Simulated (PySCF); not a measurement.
**CH4O2 (methanediol) at 6 levels**

Aim: a comparison of 6 runs (B3LYP/def2-TZVP, BLYP/def2-TZVP, CAM-B3LYP/def2-TZVP, M06-L/def2-TZVP, PBE/def2-TZVP, CCSD(T)/def2-TZVP) of CH4O2 (methanediol). Input form: a Python script.

The calculation is run with PySCF 2.14.0.

2 further runs of the same task are left out: 2 set aside as unsound or not needed.

### 1 Starting point

CH4O2: 7 atoms, total charge 0, spin state singlet. SMILES: `OCO`. The shape is that of a PBE0-D4/def2-TZVP optimisation. This is a higher conformer, about 15 kJ/mol above the lowest found by a separate search.

Bond lengths: O1–C2 1.397 Å, C2–O3 1.397 Å, O1–H4 0.960 Å, C2–H5 1.100 Å, C2–H6 1.090 Å, O3–H7 0.960 Å. Angles: O1–C2–O3 114.1°, O1–C2–H5 110.6°, O1–C2–H6 106.0°, O3–C2–H5 110.6°, O3–C2–H6 106.0°, C2–O1–H4 109.5°, C2–O3–H7 109.5°, H5–C2–H6 109.4°.

### 2 A single-point energy at B3LYP/def2-TZVP (run 1)

input.xyz

```xyz
7
CH4O2
O     -1.179670    -0.442480    -0.114040
C     -0.056830     0.262760     0.326010
O      1.123360    -0.484850     0.321120
H     -1.170080    -0.494150    -1.073060
H      0.069750     1.188620    -0.253590
H     -0.249370     0.512030     1.369080
H      1.462850    -0.541920    -0.575520
```

run.py

```python
# OCO
from pyscf import gto, dft

mol = gto.M(
    atom='input.xyz',
    spin=0,
    max_memory=1860,
    charge=0,
    verbose=3,
    basis='def2-tzvp',
)

mf = dft.RKS(mol)
mf.xc = 'b3lyp'
mf.conv_tol = 1e-10
mf.grids.level = 5
mf.kernel()
if not mf.converged:
    mf = mf.newton().run(mf.mo_coeff, mf.mo_occ)

e_final = mf.e_tot
print(f'total energy: {e_final:.8f} hartree')
```

Command:

```sh
OMP_NUM_THREADS=1 python run.py
```

Standard output:

```text
converged SCF energy = -191.033278228949
total energy: -191.03327823 hartree
```

Run time: 20 s. Hardware: 1 thread of Arm Neoverse V1, shared host; peak memory 0.62 GiB.

### 3 A single-point energy at BLYP/def2-TZVP (run 2)

job.py

```python
# OCO
from pyscf import gto, dft

mol = gto.M(
    atom='''
O     -1.179670    -0.442480    -0.114040
C     -0.056830     0.262760     0.326010
O      1.123360    -0.484850     0.321120
H     -1.170080    -0.494150    -1.073060
H      0.069750     1.188620    -0.253590
H     -0.249370     0.512030     1.369080
H      1.462850    -0.541920    -0.575520
''',
    spin=0,
    charge=0,
    max_memory=1860,
    basis='def2-tzvp',
    verbose=4,
)

mf = dft.RKS(mol, xc='blyp')
mf.grids.level = 5
mf.conv_tol = 1e-10
mf.kernel()
if not mf.converged:
    mf = mf.newton().run(mf.mo_coeff, mf.mo_occ)

e_final = mf.e_tot
print('E(%s) = %.9f' % ('BLYP', e_final))
```

Command:

```sh
OMP_NUM_THREADS=1 python job.py
```

Standard output:

```text
PySCF version 2.14.0

[... 79 lines left out ...]
converged SCF energy = -190.983458793619
E(BLYP) = -190.983458794
```

It took 21 s on 1 thread of Arm Neoverse V1, shared host; peak memory 0.62 GiB.

Runs 3 to 5 aren't shown in full; the table further down has their settings and results.

### 4 The energy at CCSD(T)/def2-TZVP (run 6)

job.py

```python
from pyscf import gto, cc

mol = gto.Mole()
mol.atom = '''
O   -1.179670  -0.442480  -0.114040
C   -0.056830   0.262760   0.326010
O    1.123360  -0.484850   0.321120
H   -1.170080  -0.494150  -1.073060
H    0.069750   1.188620  -0.253590
H   -0.249370   0.512030   1.369080
H    1.462850  -0.541920  -0.575520
'''
mol.charge = 0
mol.basis = 'def2-tzvp'
mol.max_memory = 1860
mol.spin = 0
mol.verbose = 3
mol.build()

mf = mol.RHF()
mf.conv_tol = 1e-10
mf.kernel()
if not mf.converged:
    mf = mf.newton().run(mf.mo_coeff, mf.mo_occ)

mycc = cc.CCSD(mf, frozen=3)
mycc.kernel()
e_t = mycc.ccsd_t()
e_final = mycc.e_tot + e_t
print('E = %.10f Eh' % e_final)
```

Command:

```sh
OMP_NUM_THREADS=1 python job.py
```

Standard output:

```text
converged SCF energy = -189.989793393273
E(CCSD) = -190.6537378210998  E_corr = -0.6639444278265587
CCSD(T) correction = -0.0226830598757659
E = -190.6764208810 Eh
```

Wall time 98 s (1 thread of Arm Neoverse V1, shared host); peak memory 1.6 GiB.

### 5 All runs side by side

| run | level | integration grid | frozen core orbitals | energy (Eh) | dipole moment (D) of the reference | HOMO energy (eV) | LUMO energy (eV) | wall time |
| --- | --- | --- | --- | --- | --- | --- | --- | --- |
| 1 | B3LYP/def2-TZVP | 5 | – | -191.033278 | 2.80 | -8.25 | 0.16 | 20 s |
| 2 | BLYP/def2-TZVP | 5 | – | -190.983459 | 2.72 | -6.66 | -0.39 | 21 s |
| 3 | CAM-B3LYP/def2-TZVP | 5 | – | -190.960441 | 2.87 | -10.06 | 1.29 | 33 s |
| 4 | M06-L/def2-TZVP | 5 | – | -190.991615 | 2.73 | -7.00 | 0.57 | 49 s |
| 5 | PBE/def2-TZVP | 5 | – | -190.816572 | 2.71 | -6.73 | -0.30 | 19 s |
| 6 | CCSD(T)/def2-TZVP | – | 3 | -190.676421 | 2.98 | -12.80 | 3.20 | 98 s |

### 6 Summary of results

| quantity | value |
| --- | --- |
| run 6: total energy | -190.67642 Eh |
| run 6: dipole moment (Hartree–Fock density) | 2.98 D |
| run 6: HOMO energy (Hartree–Fock orbitals) | -12.80 eV |
| run 6: LUMO energy (Hartree–Fock orbitals) | 3.20 eV |
| run 6: HOMO–LUMO gap (Hartree–Fock orbitals) | 16.00 eV |
| run 6: correlation energy (3 core orbitals frozen) | -686.6 mEh |
| run 6: (T) correction | -22.68 mEh |
| run 6: T1 diagnostic | 0.011 |

In words: Over runs 1, 2, 3, 4, 5 the dipole moment (its size) runs from 2.71 D (PBE/def2-TZVP) to 2.87 D (CAM-B3LYP/def2-TZVP). Over runs 1, 2, 3, 4, 5 the HOMO–LUMO gap runs from 6.28 eV (BLYP/def2-TZVP) to 11.35 eV (CAM-B3LYP/def2-TZVP). Totals of different functionals can't be ranked against each other. All runs together took 4 min, the longest 98 s.
